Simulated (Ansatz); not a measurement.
**Worked example: correlation energy of SnH⁻, triplet**

Geometry: that of the SnH⁻, singlet, kept fixed.

```xyz
2

Sn    0.0000    0.0000    0.0000
H     0.0000    0.0000    1.8060
```

Basis def2-SVPD with its core potentials; Ansatz 0.2.0. Only valence electrons are correlated (noble-gas cores and the filled d shells of p-block atoms frozen), which leaves 6 electrons in 31 orbitals. Prefix R: restricted or restricted open-shell reference. No spin–orbit coupling is included; scalar relativity enters through the core potentials alone.

Full CI is exact within this basis and frozen core; it isn't the basis-set limit.

RCCSD has a T1 diagnostic of 0.022 and a largest doubles amplitude of 0.05.

Runs differ by some tens of microhartree through their thresholds and, for an open shell, their frozen cores, so steps under 0.03 kcal/mol mean nothing.

Here the R and U totals at CCSDT(Q) differ by 0.29 kcal/mol, a measure of how far such totals hang on the determinant and its frozen core.

```tsv
level	total energy (hartree)
RHF	-213.918377
RMP2	-213.989788
RCCSD	-214.008793
RCCSD(T)	-214.011101
RCCSDT	-214.011724
RCCSDT(Q)	-214.011811
full CI	-214.011813
```

Problem. What is the correlation energy at full CI, and what share of it do RMP2 and RCCSDT recover?

Solution. E(corr) = -214.011813 − (-213.918377) = -0.093436 hartree = -2.543 eV. RMP2: -0.071411 / -0.093436 = 76.43 %. RCCSDT: -0.093347 / -0.093436 = 99.90 %.

Problem. By how many kcal/mol does RCCSD(T) miss full CI (1 hartree = 627.509 kcal/mol), and which steps make up the rest?

Solution. -214.011101 − (-214.011813) = 0.000712 hartree = 0.45 kcal/mol. Steps: RCCSDT − RCCSD(T) = -0.39, RCCSDT(Q) − RCCSDT = -0.05, full CI − RCCSDT(Q) = 0.00 kcal/mol. That is within 1 kcal/mol of the reference in this basis, which itself misses far more of the correlation at the basis-set limit.
